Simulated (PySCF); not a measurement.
# Heteronuclear NMR

Structure with atom numbers: `[OH:1][PH2:2]`. Hydrogens are named by the atom that carries them.

PySCF 2.14.0 with density-fitted response routines calculation with PBE0-D3(BJ)/def2-TZVP structure and GIAO PBE0/pcSseg-2 shieldings; rapidly exchanging positions averaged, a single conformation, gas phase, non-relativistic Hamiltonian.

Q: Where does $^{31}$P resonate?

A: 
```tsv
atoms	environment	σ (ppm)	δ (ppm)
P2	phosphorus bonded to O, 2 H	276.8	31.3
```

Shieldings were converted by a linear fit to measured shifts: $^{31}$P (scatter 15.5 ppm rms vs H3PO4, solution or neat liquid). Occasional misses reach two or three times the rms, and more in compound classes unlike the fitted ones.

On a 300 MHz spectrometer $^{31}$P resonates near 121.4 MHz, so 1 ppm is 121.4 Hz.

Q: Predict the $^{17}$O NMR data.

A: 
| atoms | environment | σ (ppm) | δ (ppm) |
| --- | --- | --- | --- |
| O1 | oxygen bonded to P, H | 350.0 | -54.7 |

Shieldings were converted by a linear fit to measured shifts: $^{17}$O (scatter 11.0 ppm rms, 12.4 ppm with the 2 outliers that the fit left out vs liquid water, solution or neat liquid). Occasional misses reach two or three times the rms, and more in compound classes unlike the fitted ones.

On a 600 MHz spectrometer $^{17}$O resonates near 81.3 MHz, so 1 ppm is 81.3 Hz.
